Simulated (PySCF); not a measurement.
# Basis-set dependence of excited states

Species: 2-chloroacrylic acid, C3H3ClO2.
SMILES with atom numbers: `[CH2:1]=[C:2]([Cl:3])[C:4](=[O:5])[OH:6]` (hydrogens: H7, H8 on C1; H9 on O6)

Structure used (PBE0-D3(BJ)/def2-SVP), in Å, numbered top down from 1:
```
atom  x, y, z in Å
C1    -1.390   -0.126   -0.417
C2    -0.435    0.542    0.236
Cl3   -0.744    2.003    1.091
C4     0.991    0.096    0.291
O5     1.870    0.679    0.862
O6     1.183   -1.045   -0.384
H7    -1.138   -1.047   -0.944
H8    -2.420    0.233   -0.431
H9     2.124   -1.257   -0.296
```

TDDFT with PBE0 (PySCF), vertical singlets, core orbitals frozen in the response, spherical d and f functions. Geometry: PBE0-D3(BJ)/def2-SVP, one conformer, isolated molecule.

```csv
basis,functions,diffuse,S1 (eV),S2 (eV),S3 (eV),S4 (eV),S5 (eV),LUMO (eV),α (au)
6-31G*,94,no,4.94,5.77,6.08,7.09,7.13,-1.48,44.7
def2-SVP,103,no,4.93,5.67,5.90,7.09,7.45,-1.62,44.9
6-31+G*,118,yes,4.94,5.51,5.90,6.90,6.96,-1.88,53.0
def2-SVPD,157,yes,4.90,5.48,5.84,6.97,6.99,-1.96,58.1
aug-cc-pVDZ,169,yes,4.87,5.46,5.86,6.82,6.87,-1.91,58.6
def2-TZVP,210,no,4.89,5.52,5.86,6.97,7.02,-1.82,53.7
def2-TZVPD,264,yes,4.87,5.45,5.83,6.80,6.88,-1.91,59.3
```

Q: How much do these states and the polarisability depend on the basis?

A: States are compared by their number. Against the largest diffuse basis here (def2-TZVPD, itself not a converged limit), sets without diffuse functions differ by up to 0.07 eV in S1 and 0.57 eV in S5; the smaller diffuse sets differ by up to 0.08 and 0.11 eV. State by state, the largest deviation of a set without diffuse functions is S1 0.07, S2 0.32, S3 0.25, S4 0.29, S5 0.57 eV. The same number needn't mean the same state in each row. Against def2-TZVPD the polarisability deviates by -25% in 6-31G*, -24% in def2-SVP, -11% in 6-31+G*, -2% in def2-SVPD, -1% in aug-cc-pVDZ, -9% in def2-TZVP. A single + in a Pople set puts diffuse functions on heavy atoms only.
